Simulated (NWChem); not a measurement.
# C2HNa (SMILES C#[C][Na]): levels of theory compared

We compute a comparison of 5 runs (HF/def2-SVP, M06-2X/6-31G**, PBE/def2-SVP, PBE0/def2-SVP, PBE/6-31G**) of C2HNa. 

The calculation is run with NWChem 7.3.0.

### Step 1. The structure to begin with

C2HNa has 4 atoms, charge 0, and is taken as a singlet. As SMILES, `C#[C][Na]`. The coordinates come from a PBE0-D4/def2-TZVP relaxation.

Bond lengths: C1–C2 1.222 Å, C2–Na3 2.213 Å, C1–H4 1.067 Å. Angles: C1–C2–Na3 180.0°, C2–C1–H4 180.0°.

### Step 2. Energy and forces at HF/def2-SVP (run 1)

a.nw

```
start a
title "C2HNa hf"
memory 2200 mb
charge 0
geometry units angstrom noautosym nocenter noautoz
 C       -0.068600       0.869500      -0.131400
 C        0.043900      -0.335200       0.040400
 Na       0.247400      -2.516600       0.351600
 H       -0.167300       1.921800      -0.281000
end
basis spherical bse
 C library def2-SVP
 Na library def2-SVP
 H library def2-SVP
end
scf
 thresh 1e-08
 maxiter 80
end
task scf gradient
```

Started as:

```console
$ nwchem a.nw > a.out
```

Log:

```text
[...]
  functions       =    48
[...]
  wavefunction    = RHF
[...]
         Total SCF energy =   -237.974875821581
      One-electron energy =   -425.102277814382
      Two-electron energy =    139.934014462628
 Nuclear repulsion energy =     47.193387530173
        Time for solution =      1.4s
[...]
                         RHF ENERGY GRADIENTS
    atom               coordinates                        gradient
                 x          y          z           x          y          z
   1 C      -0.129635   1.643117  -0.248310   -0.001232   0.013478  -0.001950
   2 C       0.082959  -0.633436   0.076345    0.001853  -0.019957   0.002858
   3 Na      0.467518  -4.755684   0.664428   -0.000558   0.005967  -0.000850
   4 H      -0.316151   3.631675  -0.531013   -0.000063   0.000512  -0.000057
[...]
```

Run time: 2.3 s. Hardware: 1 thread of Intel Xeon Platinum 8559C (Emerald Rapids), shared host; peak memory 0.1 GiB.

### Step 3. Energy and gradient at M06-2X/6-31G(d,p) (spherical functions) (run 2)

run.py

```python
from ase import Atoms
from ase.calculators.nwchem import NWChem

molecule = Atoms(['C', 'C', 'Na', 'H'], positions=[
    [-0.068600, 0.869500, -0.131400],
    [0.043900, -0.335200, 0.040400],
    [0.247400, -2.516600, 0.351600],
    [-0.167300, 1.921800, -0.281000],
])

calc = NWChem(
    label='test',
    theory='dft',
    memory='2200 mb',
    basis='6-31G**',
    basispar='spherical bse',
    dft={'xc': 'm06-2x', 'mult': '1', 'grid': 'xfine', 'convergence': 'energy 1e-08', 'iterations': '100', 'mulliken': None, 'print': 'low'},
)
molecule.calc = calc

forces = molecule.get_forces()
print("Total energy (eV):", round(molecule.get_potential_energy(), 6))
print("forces (eV/A):")
for s, f in zip(molecule.symbols, forces):
    print(f"{s:2s} {f[0]:10.5f} {f[1]:10.5f} {f[2]:10.5f}")
```

Started as:

```console
$ export ASE_NWCHEM_COMMAND="nwchem PREFIX.nwi > PREFIX.nwo"
$ python run.py
```

Log:

```text
Total energy (eV): -6502.07129
forces (eV/A):
C    -0.02900    0.29845   -0.04134
C     0.04021   -0.42588    0.06027
Na   -0.00802    0.08644   -0.01239
H    -0.00319    0.04098   -0.00653
```

The calculator wrote test.nwi:

```
title "test"

permanent_dir test

scratch_dir test

start test

geometry units angstrom nocenter noautosym noautoz
  C  -6.8599999999999994e-02 8.6950000000000005e-01 -1.3139999999999999e-01
  C  4.3900000000000002e-02 -3.3520000000000000e-01 4.0399999999999998e-02
  Na 2.4740000000000001e-01 -2.5165999999999999e+00 3.5160000000000002e-01
  H  -1.6730000000000000e-01 1.9218000000000000e+00 -2.8100000000000003e-01
end

memory 2200 mb

basis spherical bse noprint
   * library 6-31G**
end

dft
  xc m06-2x
  mult 1
  grid xfine
  convergence energy 1e-08
  iterations 100
  mulliken
  print low
end

task dft gradient
```

test.nwo:

```text
Northwest Computational Chemistry Package (NWChem) 7.3.0
             --------------------------------------------------------

           Job information
           ---------------

    nwchem branch   = 7.3.0
    use scalapack   = T
    input           = test.nwi
    prefix          = test.
    data base       = test/test.db
    status          = startup
    nproc           =        1

           Memory information
           ------------------

    heap     =     72089598 doubles =      550.0 Mbytes
    stack    =     72089595 doubles =      550.0 Mbytes
    global   =    144179200 doubles =     1100.0 Mbytes (distinct from heap & stack)
    total    =    288358393 doubles =     2200.0 Mbytes
    verify   = yes
    hardfail = no

[... 36 lines left out ...]
            Nuclear Dipole moment (a.u.)
[... 61 lines left out ...]
   convergence    iter        energy       DeltaE   RMS-Dens  Diis-err    time
[... 11 lines left out ...]
         Total DFT energy =     -238.946714607841
      One electron energy =     -425.345269403863
           Coulomb energy =      164.788780733286
    Exchange-Corr. energy =      -25.583613467436
 Nuclear repulsion energy =       47.193387530173
[... 20 lines left out ...]
    Atom       Charge   Shell Charges
 -----------   ------   -------------------------------------------------------
    1 C    6     6.22   1.99  0.55  1.76  0.45  1.43  0.04
    2 C    6     6.16   1.99  0.57  1.65  0.52  1.37  0.05
    3 Na  11    10.70   2.00  1.97  5.93  0.23  0.26  0.11  0.10  0.10
    4 H    1     0.93   0.48  0.40  0.05

                         DFT ENERGY GRADIENTS

    atom               coordinates                        gradient
                 x          y          z           x          y          z
   1 C      -0.129635   1.643117  -0.248310    0.000564  -0.005804   0.000804
   2 C       0.082959  -0.633436   0.076345   -0.000782   0.008282  -0.001172
   3 Na      0.467518  -4.755684   0.664428    0.000156  -0.001681   0.000241
   4 H      -0.316151   3.631675  -0.531013    0.000062  -0.000797   0.000127

 Task  times  cpu:       10.2s     wall:       10.2s
 Total times  cpu:       10.3s     wall:       10.3s
```

Run time: 11 s. Hardware: 1 thread of Intel Xeon Platinum 8559C (Emerald Rapids), shared host; peak memory 0.12 GiB.

Run 3 isn't shown in full; the table further down has it.

### Step 4. Energy and forces at PBE0/def2-SVP (run 4)

mol.nw

```
start mol
title "C2HNa"
memory total 2200 mb
geometry units atomic noautosym nocenter noautoz
 C     -0.12963521     1.64311687    -0.24831001
 C      0.08295898    -0.63343620     0.07634494
 Na     0.46751824    -4.75568477     0.66442771
 H     -0.31615118     3.63167567    -0.53101304
end
basis spherical bse
 * library def2-SVP
end
dft
 xc pbe0
 grid xfine
 convergence energy 1e-08
 iterations 100
 mulliken
 print medium
end
task dft gradient
```

Started as:

```console
$ nwchem mol.nw > mol.out
```

Log:

```text
[...]
          Wavefunction type:  closed shell.
          No. of atoms     :     4
          No. of electrons :    24
[...]
          Charge           :     0
          Spin multiplicity:     1
[...]
          AO basis - number of functions:    48
[...]
              XC Information
              --------------
                         PBE0 Method XC Functional
                     Hartree-Fock (Exact) Exchange  0.250
          PerdewBurkeErnzerhof Exchange Functional  0.750
            Perdew 1991 LDA Correlation Functional  1.000 local
           PerdewBurkeErnz. Correlation Functional  1.000 non-local
[...]
 d= 0,ls=0.0,diis     1   -238.6610176079 -2.86D+02  2.19D-02  2.68D-01     0.7
[...]
 d= 0,ls=0.0,diis     8   -238.7019432155  4.32D-12  7.93D-07  3.22D-09     4.7
         Total DFT energy =     -238.701943215523
      One electron energy =     -425.170232258381
           Coulomb energy =      164.685140643241
    Exchange-Corr. energy =      -25.410235658431
 Nuclear repulsion energy =       47.193384058048
[...]
      Total Density - Mulliken Population Analysis
     ---------------------------------------------
    Atom       Charge   Shell Charges
 -----------   ------   -------------------------------------------------------
    1 C    6     6.34   1.99  0.89  0.47  2.00  0.98  0.02
    2 C    6     6.31   1.99  0.93  0.32  1.85  1.19  0.03
    3 Na  11    10.34   2.00  1.99  0.23 -0.01  5.98  0.12  0.03
    4 H    1     1.00   0.74  0.23  0.03
[...]
  wavefunction    = closed shell
                         DFT ENERGY GRADIENTS
    atom               coordinates                        gradient
                 x          y          z           x          y          z
   1 C      -0.129635   1.643117  -0.248310    0.001173  -0.012357   0.001742
   2 C       0.082959  -0.633436   0.076345   -0.001768   0.018839  -0.002677
   3 Na      0.467518  -4.755685   0.664428   -0.000065   0.000691  -0.000098
   4 H      -0.316151   3.631676  -0.531013    0.000660  -0.007173   0.001033
[...]
```

Run time: 6.3 s. Hardware: 1 thread of Intel Xeon Platinum 8559C (Emerald Rapids), shared host; peak memory 0.13 GiB.

### Step 5. Energy and forces at PBE/6-31G(d,p) (spherical functions) (run 5)

c2hna.xyz

```xyz
4

C     -0.068600     0.869500    -0.131400
C      0.043900    -0.335200     0.040400
Na     0.247400    -2.516600     0.351600
H     -0.167300     1.921800    -0.281000
```

run.py

```python
from ase.io import read
from ase.calculators.nwchem import NWChem

molecule = read('c2hna.xyz')

calc = NWChem(
    label='c2hna',
    theory='dft',
    memory='2200 mb',
    basis='6-31G**',
    basispar='spherical bse',
    dft={'xc': 'xpbe96 cpbe96', 'mult': '1', 'grid': 'xfine', 'convergence': 'energy 1e-08', 'iterations': '100', 'mulliken': None},
)
molecule.calc = calc

forces = molecule.get_forces()
print("Total energy (eV):", round(molecule.get_potential_energy(), 6))
print("forces (eV/A):")
for s, f in zip(molecule.symbols, forces):
    print(f"{s:2s} {f[0]:10.5f} {f[1]:10.5f} {f[2]:10.5f}")
print("dipole (e A):", molecule.get_dipole_moment().round(4))
```

Started as:

```console
$ export ASE_NWCHEM_COMMAND="nwchem PREFIX.nwi > PREFIX.nwo"
$ python run.py
```

Log:

```text
Total energy (eV): -6497.630242
forces (eV/A):
C    -0.13071    1.39071   -0.19746
C     0.16548   -1.76856    0.25181
Na   -0.00453    0.04901   -0.00704
H    -0.03029    0.32884   -0.04736
dipole (e A): [ 0.1292 -1.3868  0.198 ]
```

The calculator wrote c2hna.nwi:

```
title "c2hna"

permanent_dir c2hna

scratch_dir c2hna

start c2hna

geometry units angstrom nocenter noautosym noautoz
  C  -6.8599999999999994e-02 8.6950000000000005e-01 -1.3139999999999999e-01
  C  4.3900000000000002e-02 -3.3520000000000000e-01 4.0399999999999998e-02
  Na 2.4740000000000001e-01 -2.5165999999999999e+00 3.5160000000000002e-01
  H  -1.6730000000000000e-01 1.9218000000000000e+00 -2.8100000000000003e-01
end

memory 2200 mb

basis spherical bse noprint
   * library 6-31G**
end

dft
  xc xpbe96 cpbe96
  mult 1
  grid xfine
  convergence energy 1e-08
  iterations 100
  mulliken
end

task dft gradient
```

c2hna.nwo:

```text
Northwest Computational Chemistry Package (NWChem) 7.3.0
             --------------------------------------------------------

           Job information
           ---------------

    nwchem branch   = 7.3.0
    use scalapack   = T
    input           = c2hna.nwi
    prefix          = c2hna.
    data base       = c2hna/c2hna.db
    status          = startup
    nproc           =        1

           Memory information
           ------------------

    heap     =     72089598 doubles =      550.0 Mbytes
    stack    =     72089595 doubles =      550.0 Mbytes
    global   =    144179200 doubles =     1100.0 Mbytes (distinct from heap & stack)
    total    =    288358393 doubles =     2200.0 Mbytes
    verify   = yes
    hardfail = no

[... 93 lines left out ...]
  convergence criterion.
[... 37 lines left out ...]
          Spatial weights used:  Erf1
[... 82 lines left out ...]
         Total DFT energy =     -238.783509088768
[... 3 lines left out ...]
 Nuclear repulsion energy =       47.193387530173
[... 427 lines left out ...]
          Convergence on gradient requested:  5.00D-04
[... 24 lines left out ...]
          total energy or number of iterations.
[... 26 lines left out ...]
                         DFT ENERGY GRADIENTS

    atom               coordinates                        gradient
                 x          y          z           x          y          z
   1 C      -0.129635   1.643117  -0.248310    0.002542  -0.027045   0.003840
   2 C       0.082959  -0.633436   0.076345   -0.003218   0.034393  -0.004897
   3 Na      0.467518  -4.755684   0.664428    0.000088  -0.000953   0.000137
   4 H      -0.316151   3.631675  -0.531013    0.000589  -0.006395   0.000921

                 ----------------------------------------
                 |  Time  |  1-e(secs)   |  2-e(secs)   |
                 ----------------------------------------
                 |  CPU   |       0.00   |       0.87   |
                 ----------------------------------------
                 |  WALL  |       0.00   |       0.87   |
                 ----------------------------------------

 Task  times  cpu:        9.0s     wall:        9.0s
 Total times  cpu:        9.0s     wall:        9.0s
```

Wall time 10 s (1 thread of Intel Xeon Platinum 8559C (Emerald Rapids), shared host); peak memory 0.12 GiB.

### Step 6. All runs side by side

| run | level | iteration cap | module | energy (Eh) | dipole moment (D) | HOMO energy (eV) | LUMO energy (eV) | wall time |
| --- | --- | --- | --- | --- | --- | --- | --- | --- |
| 1 | HF/def2-SVP | 80 | scf | -237.974876 | 7.97 | -8.20 | -0.09 | 2.3 s |
| 2 | M06-2X/6-31G** (spherical functions) | 100 | dft | -238.946715 | – | – | – | 11 s |
| 3 | PBE/def2-SVP | 100 | dft | -238.682734 | 7.08 | -4.59 | -1.88 | 8.1 s |
| 4 | PBE0/def2-SVP | 100 | dft | -238.701943 | 7.47 | -5.70 | -1.34 | 6.3 s |
| 5 | PBE/6-31G** (spherical functions) | 100 | dft | -238.783509 | 6.76 | -4.42 | -1.99 | 10 s |

### Step 7. What came out

| quantity | value |
| --- | --- |
| run 5: total energy | -238.78351 Eh |
| run 5: dipole moment | 6.76 D |
| run 5: HOMO energy | -4.42 eV |
| run 5: LUMO energy | -1.99 eV |
| run 5: HOMO–LUMO gap | 2.43 eV |
| run 5: largest force on an atom | 1.794 eV/Å |

In words: Over runs 1, 3, 4, 5 the dipole moment (its size) runs from 6.76 D (PBE/6-31G**) to 7.97 D (HF/def2-SVP). The two ends differ in method and basis. Over runs 1, 3, 4, 5 the HOMO–LUMO gap runs from 2.43 eV (PBE/6-31G**) to 8.11 eV (HF/def2-SVP). Totals of different functionals can't be ranked against each other. All runs together took 38 s, the longest 11 s.
